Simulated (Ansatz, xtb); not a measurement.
**Isomers of HOSSi in order of energy**

3 gas-phase structures of HOSSi, found in a search over its isomers (lower ones may exist). Each was relaxed with GFN2-xTB; where two conformers were screened, the lower at r2SCAN-D4/def2-SVP//GFN2-xTB is listed:

A. `O=[Si]S`, a doublet
B. `O=[SiH][S]`, a doublet
C. `O[Si]=S`, a doublet

Task: Which do you expect lowest at r2SCAN-D4/def2-SVP//GFN2-xTB, and how would the others follow?

Result: Calculated order at r2SCAN-D4/def2-SVP//GFN2-xTB: C (0.0), A (16.8), B (25.4) kcal/mol.

Energies above the lowest of each column, in kcal/mol; the last columns are at r2SCAN-D4/def2-SVP geometries and were run for some of them only (a dash: not run or not comparable):

```tsv
structure	GFN2-xTB	HF/STO-3G	r2SCAN-D4/def2-SVP//GFN2-xTB	r2SCAN-D4/def2-SVP	CCSD(T)/def2-TZVP
C	13.8	0.0	0.0	0.0	0.0
A	14.1	4.2	16.8	17.1	15.7
B	0.0	4.7	25.4	–	–
```

CCSD(T)/def2-TZVP puts C lowest of those it was run on; GFN2-xTB picks B. Flexible structures stand in one conformer each, not always the lowest. Frequencies (r2SCAN-D4/def2-SVP) were run for A, C alone. Open shells are spin-unrestricted, some with notable spin contamination.

Programs: Ansatz 0.2.0, xtb 6.7.1.
